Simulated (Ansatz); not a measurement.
`OCF`, relaxed with RKS PBE0-D4/def2-TZVP in the Gaussian-basis code of Ansatz from a PBE-D4/def2-SVP geometry. The force threshold is 0.005 eV/Å; the program also tests the step.

Charge 0, multiplicity 1.

Start:

```xyz
6

O     0.797   -0.226    0.715
C    -0.243    0.230   -0.065
F    -1.228   -0.735   -0.236
H     1.283   -0.903    0.207
H     0.082    0.537   -1.090
H    -0.691    1.096    0.468
```

By how much does the energy fall, and how many steps does the optimiser take? (An estimate is asked.)

Ansatz gave: 2.61 kJ/mol, in 5 steps.

Which bonds change most? (Estimate.)

The calculation gave: C2–H5 from 1.118 to 1.096 Å; C2–H6 from 1.112 to 1.091 Å; O1–H4 from 0.976 to 0.962 Å; C2–F3 from 1.390 to 1.381 Å.

Give the relaxed structure. (An estimate is asked.)

The calculation gave: 
```xyz
6

O     0.787   -0.233    0.705
C    -0.241    0.238   -0.068
F    -1.220   -0.722   -0.232
H     1.282   -0.891    0.208
H     0.079    0.526   -1.076
H    -0.687    1.081    0.462
```
